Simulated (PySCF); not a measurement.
Species: C₄H₅N.
Cartesian coordinates in Å at the PBE0-D3(BJ)/def2-TZVP level; atoms count from 1:
```
atom  x, y, z in Å
C1     2.598   -0.314    0.266
C2     1.328    0.024    0.299
C3     0.110    0.344    0.335
C4    -1.161    0.710    0.358
N5    -2.243   -0.131    0.317
H6     2.902   -1.354    0.269
H7     3.378    0.439    0.233
H8    -1.413    1.768    0.360
H9    -2.068   -1.105    0.504
H10   -3.106    0.219    0.695
```

The calculation used PBE0-D3(BJ)/def2-TZVP geometry optimisation, gas phase (PySCF 2.14.0).

Masses are those of the commonest isotopes; rigid-rotor values at the optimised geometry. 

Problem. What are A, B and C (MHz)?

Solution. Ia = 13.15, Ib = 226.70, Ic = 239.54 u·Å²; 505379 MHz·u·Å²/I gives A = 38446, B = 2229, C = 2110 MHz.

Problem. Classify the top.

Solution. A near-prolate asymmetric top. Ray's parameter κ = (2B − A − C)/(A − C) = -0.993; −1 is the prolate and +1 the oblate limit.

Problem. Is it planar, by Δ = Ic − Ia − Ib?

Solution. Not planar: Δ = Ic − Ia − Ib = -0.31 u·Å². For a rigid frame Δ = −2 Σ m c², so Σ m c² = 0.15 u·Å² lies off the ab plane: 0.12 from hydrogen and 0.03 from heavier atoms. The atom farthest from that plane is 0.31 Å away.

Problem. Give the other two planar moments, Paa and Pbb, and the rms extents of the mass along the axes.

Solution. Paa = Σ m a² = (Ib + Ic − Ia)/2 = 226.55 and Pbb = Σ m b² = (Ia + Ic − Ib)/2 = 12.99 u·Å². With the mass M = 67.04 u, the rms extents √(P/M) along a, b and c are 1.84, 0.44, 0.05 Å.

Problem. Predict some low-J microwave lines.

Solution. The dipole components are |μa| = 2.55 D, |μb| = 0.39 D, |μc| = 0.79 D. Intensities carry the squares of the components, which stand as 1.00 : 0.02 : 0.10 (a : b : c). Some lines, for components of 0.1 D or more:

| type | branch | J(Ka,Kc) | MHz | lower level (cm⁻¹) |
| --- | --- | --- | --- | --- |
| a | R | 3(1,3) ← 2(1,2) | 12838 | 1.638 |
| b | Q | 3(1,2) ← 3(0,3) | 36636 | 0.868 |
| c | R | 2(1,1) ← 1(0,1) | 45134 | 0.145 |
| b | R | 2(2,1) ← 1(1,0) | 117448 | 1.357 |
| c | R | 2(2,0) ← 1(1,0) | 117449 | 1.357 |
| b | R | 3(2,2) ← 2(1,1) | 121668 | 1.650 |
| c | R | 3(2,1) ← 2(1,1) | 121669 | 1.650 |
| c | R | 4(2,2) ← 3(1,2) | 125832 | 2.090 |
| b | R | 3(3,1) ← 2(2,0) | 194400 | 5.274 |
| c | R | 3(3,0) ← 2(2,0) | 194400 | 5.274 |
| b | Q | 4(4,0) ← 4(3,1) | 253936 | 12.338 |
| b | R | 4(4,0) ← 3(3,1) | 271293 | 11.759 |

No frequency check. Constants of a rigid frame at the computed geometry: no zero-point averaging, no centrifugal distortion. A rigid rotor knows nothing of inversion at nitrogen, which can split or shift real lines. Quadrupole hyperfine structure (14N) is left out.
